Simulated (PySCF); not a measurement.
Scan of C₂H₆O, singlet: bend at the central O, local threefold symmetry of each CH3 group. Scanned: C-O-C angle. Other coordinates (O-C length, H-C-O angle, C-H length) were minimised at PBE0/def2-TZVP.

Computed with: RKS-BP86/6-31G* = restricted BP86/6-31G*, spherical d (PySCF); RHF/6-31G* = restricted Hartree-Fock/6-31G*, spherical d (PySCF 2.14.0); wB97X-V/def2-TZVP, density fitting (PySCF).

Energies relative to the lowest point of each profile, in kJ/mol:

```
a / °   RKS-BP86/6-31G*  RHF/6-31G*
------  ---------------  ----------
180               140.6       148.7
172.50            136.8       144.4
165               125.9       131.8
157.50            109.0       112.6
150                88.0        89.1
142.50             65.0        63.8
135                42.3        39.5
120                 7.4         4.7
112.50              0.0         0.0
105                 3.5         9.0
97.50              22.4        37.4
90                 63.3        93.3
```

Predict the corresponding wB97X-V column.

180: 144.2; 172.50: 140.3; 165: 128.8; 157.50: 111.1; 150: 89.3; 142.50: 65.5; 135: 42.3; 120: 6.9; 112.50: 0.0; 105: 4.7; 97.50: 25.7; 90: 69.8 (kJ/mol).
